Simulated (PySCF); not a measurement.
**Dipole moment and polarisability of CH2S**

Species: CH2S.
Atom-mapped SMILES: `[CH2:1]=[S:2]` (hydrogens: H3, H4 on C1)

Geometry (PBE0-D3(BJ)/def2-TZVP, Å), atoms numbered from 1 in this order:
```
atom  x, y, z in Å
C1    -0.0900   -0.0382   -0.0234
S2     1.3588    0.4252    0.4704
H3    -0.3921    0.0198   -1.0695
H4    -0.8393   -0.4324    0.6634
```

Level: CAM-B3LYP/aug-cc-pVTZ (PySCF), static field, nuclei fixed, core orbitals frozen in the response. The polarisability tensor in these axes (au):

```
x   42.38  5.31  4.28
y    5.31 28.27  0.62
z    4.28  0.62 32.39
```

Task: Give the principal values, the mean and the anisotropy Δα = √{½[(α1 − α2)² + (α2 − α3)² + (α1 − α3)²]}.

Result: Principal values 26.38, 31.13 and 45.53 au; mean 34.35 au = 5.09 Å³ = 5.66 × 10⁻⁴⁰ C²·m²/J; Δα = 17.28 au (50 % of the mean).

Task: What is the dipole moment, and where does it point?

Result: (-1.62, -0.52, -0.55) D, 1.79 D in size, pointing from the negative to the positive side. Measured along this direction, the outermost atoms are S2 at the negative end and H4 and H3 at the positive end.

Task: What depolarisation ratio follows for Rayleigh scattering of linearly polarised light, taking the static tensor?

Result: ρ = 3Δα²/(45ᾱ² + 4Δα²) = 895.4/(53088 + 1193.9) = 0.0165.

Task: Sum over states: ᾱ = Σ f/ω², ω in Eh. What share falls to these 10 lowest TDDFT singlets (eV, f)? 2.23, 0.0000; 5.76, 0.0125; 6.33, 0.2011; 6.40, 0.0508; 6.63, 0.0311; 6.81, 0.0034; 7.06, 0.0000; 7.39, 0.0268; 8.08, 0.0654; 8.16, 0.0109.

Result: They add up to 6.72 au, 19.6 % of the 34.35 au; the largest single term is 3.72 au, from the state at 6.33 eV. Terms in order: 0.00, 0.28, 3.72, 0.92, 0.52, 0.05, 0.00, 0.36, 0.74, 0.12 au. Higher excitations give the rest. The strengths listed sum to 0.402.

Task: Along which axes do the principal values lie, and how far do the nuclei extend along each?

Result: Largest value along (0.91, 0.29, 0.31), where the nuclei span 2.18 Å; middle along (-0.24, -0.24, 0.94), 1.85 Å; least along (-0.35, 0.93, 0.15), 0.00 Å. The response follows the extents in order.

Task: How large is μ²/3kT at 500 K beside α?

Result: In Gaussian units μ²/3kT = 15.40 Å³ against 5.09 Å³, a ratio of 3.03; the Debye molar polarisation (4π/3)N_A(α + μ²/3kT) is 51.7 cm³/mol, leaving out the vibrational part.

Geometry: PBE0-D3(BJ)/def2-TZVP; no solvent, vibrations or thermal averaging.
